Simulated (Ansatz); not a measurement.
A made-up structure of CH$_{3}$NSi, singlet:

C1  (-0.610, -0.894, 0.527)
N2  (0.367, -0.425, -0.567)
Si3  (-0.367, 0.706, 0.639)
H4  (0.026, -0.473, -1.527)
H5  (1.332, -0.744, -0.477)
H6  (-0.791, 1.855, 1.463)
(Å)

It is relaxed with PBE-D4/def2-SVP and then PBE0-D4/def2-TZVP (Ansatz 0.2.0). Atoms count as bonded within 1.22 times the sum of their covalent radii (H–H: 0.88 Å). The end point is not checked to be a true minimum.

(1) Does its bonding change? (Judge from chemistry; the calculation decides.)

Results:

(1) By the calculation: Yes. Formed: C1–H6; broken: N2–Si3.

Where it ends: The first stage lowers the energy by 3.87 eV in 28 steps. It ends as CH₃NSi ([NH2][C]1[H][Si]1):
```
6
angstrom
C -0.3366 -0.0465 0.4068
N 0.3878 -0.5369 -0.6221
Si -1.2960 0.3749 1.7105
H 0.0853 -0.3415 -1.5634
H 1.3872 -0.6133 -0.5174
H -0.2703 1.1885 0.6451
```

Labels in which every atom is bracketed show which atoms are joined, not bond orders.

For scale, one of the runs: PBE0-D4/def2-TZVP relaxation, 117 basis functions, launched by `ansatz run in.yaml --threads 2 --pin off --events-out ev --progress --plain --max-ram 4352MiB`. The run took about 8.5 s on 2 CPU threads of an Intel Xeon 6975P-C (shared host).
